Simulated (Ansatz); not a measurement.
Isomers

Structures of CH$_{3}$MgO, doublet, relaxed at PBE0-D4/def2-TZVP (vibrations not checked; lower isomers may exist, and structures with a doubtful reference or unclear bonds are left out). Computed with Ansatz 0.2.0 (basis: def2-TZVPP); correlated methods freeze the cores; orbitals are unrestricted. The outer core shell of Li, Na, Mg and K is correlated. The def2 sets are not built for correlating such inner shells, so the correlated values are less sure here. B3LYP uses VWN-RPA correlation.

Rank them by CCSD(T) energy, lowest first, and give each one's height above the lowest. Links in brackets join atoms within 1.22 times the sum of their covalent radii (1.1 for two metals). (Judge from chemistry; the value comes from the calculation.)
A.
CH₃MgO ([CH3][Mg][O])
```
6
angstrom
C -0.8155 -0.1759 -1.0341
Mg 0.6279 -0.0571 0.4477
O 1.9313 0.0498 1.7856
H -0.6654 0.5874 -1.8031
H -1.8213 -0.0369 -0.6268
H -0.7979 -1.1494 -1.5332
```
B.
CH₃MgO ([OH][CH][MgH])
```
6
angstrom
C -0.2426 0.1653 -0.4101
O -0.3908 -1.1022 -0.9258
Mg 0.7243 0.4214 1.3840
H -0.6853 0.9301 -1.0576
H -0.8593 -1.0764 -1.7652
H 1.5183 0.6846 2.8676
```
C.
CH₃MgO ([CH2]1[O][MgH]1)
```
6
angstrom
O -0.6428 -0.0511 -0.5131
C 0.4966 -0.6944 -0.2892
Mg -0.1834 1.2355 0.7780
H 0.4730 -1.6215 0.2919
H 1.3064 -0.6022 -1.0196
H -0.1867 2.5705 1.8129
```
D.
CH₃MgO ([CH2][Mg][OH])
```
6
angstrom
O -1.3905 -1.5544 -0.9556
C 1.1230 0.9295 0.4447
Mg -0.2261 -0.4036 -0.3069
H -2.0171 -2.1737 -1.3013
H 2.1557 1.0376 0.1073
H 0.9222 1.6432 1.2461
```

By the calculation: D (0.000 eV), C (0.615 eV), A (0.937 eV), B (1.922 eV). Heights count from the lowest.

Do PBE-D4, r2SCAN-D4, PBE0-D4, B3LYP-D4, wB97M-V, HF, MP2 give the same order? (A judgement: the text doesn't fix the answer.)

Computed: Lowest first: HF D < A < C < B. The others agree with CCSD(T).

No T1 diagnostic of these runs exceeds 0.015. ⟨S²⟩ of the unrestricted Hartree–Fock references: 0.76 (a pure state has 0.75).

For scale, one of the runs: CCSD(T)/def2-TZVPP, 136 basis functions, launched by `ansatz run in.yaml --threads 2 --pin off --events-out ev --progress --plain --max-ram 4352MiB`. Hardware: 2 CPU threads of an Arm Neoverse V2, shared host. Wall time 2.1 min; peak host memory 2 GiB.
